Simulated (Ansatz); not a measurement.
Elastic constant C11 (GPa) of solids drawn from the class of silicides and borides, at two levels: PBE (Ansatz, a quantum-chemistry and plane-wave program, plane waves, PAW), and PBEsol (plane waves, PAW; Ansatz).

```json
[
 {"solid": "C11b WSi₂", "PBE": "421", "PBEsol": "?"},
 {"solid": "AlB2-type TiB₂", "PBE": "650", "PBEsol": "677"},
 {"solid": "C11b MoSi₂", "PBE": "393", "PBEsol": "416"},
 {"solid": "AlB2-type HfB₂", "PBE": "595", "PBEsol": "622"},
 {"solid": "antifluorite Mg₂Si", "PBE": "116", "PBEsol": "119"},
 {"solid": "AlB2-type MgB₂", "PBE": "427", "PBEsol": "435"},
 {"solid": "AlB2-type ZrB₂", "PBE": "562", "PBEsol": "587"}
]
```

Estimate the withheld PBEsol value from the other rows.

One way: carry over the typical ratio. The ratios PBEsol / PBE of the other rows, in order: 1.019, 1.026, 1.042, 1.044, 1.045, 1.059; median 1.0430. C11b WSi₂: 421 × 1.0430 = 439 GPa; the run gives 443 GPa. The ratios spread from 1.019 to 1.059, so such an estimate is rough.

Over all 7 rows PBEsol is the larger in 7.

Ansatz's runs of these crystals have no spin polarisation.

Spin–orbit coupling is left out, also for the solids with elements from indium on (C11b WSi2, AlB2-type HfB2); its size isn't shown.

Each level is taken at its own relaxed cell. Ansatz's density-functional and Hartree–Fock values are scalar-relativistic unless marked +SOC, with PAW data made under PBE.
